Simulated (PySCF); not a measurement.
## Assigning NMR signals

Geometry:
| atom | x (Å) | y (Å) | z (Å) |
| --- | --- | --- | --- |
| C1 | 2.096 | 0.305 | 0.351 |
| C2 | 0.938 | -0.380 | -0.329 |
| O3 | 1.080 | -1.112 | -1.274 |
| C4 | -0.427 | -0.058 | 0.264 |
| C5 | -1.373 | -1.247 | 0.121 |
| C6 | -0.979 | 1.160 | -0.487 |
| H7 | 2.994 | 0.226 | -0.257 |
| H8 | 2.274 | -0.183 | 1.308 |
| H9 | 1.866 | 1.350 | 0.543 |
| H10 | -0.308 | 0.200 | 1.321 |
| H11 | -1.428 | -1.549 | -0.922 |
| H12 | -2.370 | -0.984 | 0.465 |
| H13 | -1.013 | -2.093 | 0.702 |
| H14 | -1.090 | 0.924 | -1.543 |
| H15 | -1.953 | 1.433 | -0.088 |
| H16 | -0.314 | 2.015 | -0.391 |

No solvent, no relativistic terms, fast rotation and ring inversion assumed for equivalent nuclei, one computed conformer. GFN2-xTB geometry; NMR shieldings at PBE0/pcSseg-1/GIAO; PySCF 2.14.

Scale: 13C (σref 186.93), 1H (σref 31.72) against TMS (reference shieldings calculated alike).

Problem. Assign these signals to the numbered atoms. 13C{1H} NMR (computed): δ 217.2 (C), 43.9 (CH), 31.5 (CH3), 20.8 (CH3).

Solution. 
```tsv
δ (ppm)	atoms	environment	reason
217.2	C2	ketone carbonyl carbon	low-lying n→π* states of the double bond to the heteroatom give a large paramagnetic term (-281 ppm)
43.9	C4	sp3 CH α to a carbonyl	α to the electron-withdrawing carbonyl group
31.5	C1	methyl carbon α to a carbonyl	α to the electron-withdrawing carbonyl group
20.8	C5/C6	methyl carbon	a saturated carbon with 1 carbon neighbour and no heteroatom attached
```

Problem. Assign these signals to the numbered atoms. 1H NMR (600 MHz, computed): δ 2.48 (sept, 1H), 2.17 (s, 3H), 1.08 (d, 6H).

Solution. 
2.48 → H10, hydrogen on an sp3 CH α to a carbonyl: α to C=O
2.17 → H7/H8/H9, hydrogen on a methyl carbon α to a carbonyl: α to C=O
1.08 → H11/H12/H13/H14/H15/H16, hydrogen on a methyl carbon

Shifts are as computed. Against solution values, carbons near 30 ppm lie about +3 ppm off and those near 130 ppm about +5 ppm. Of 1211 compounds with measured shifts, 218 miss one by over three times the rms of a fit or turn the order of signals round; such compounds aren't used in these exercises. Multiplicities follow the n + 1 count of equivalent neighbours, as no J values were calculated; m marks all less simple cases, F and P coupling included.
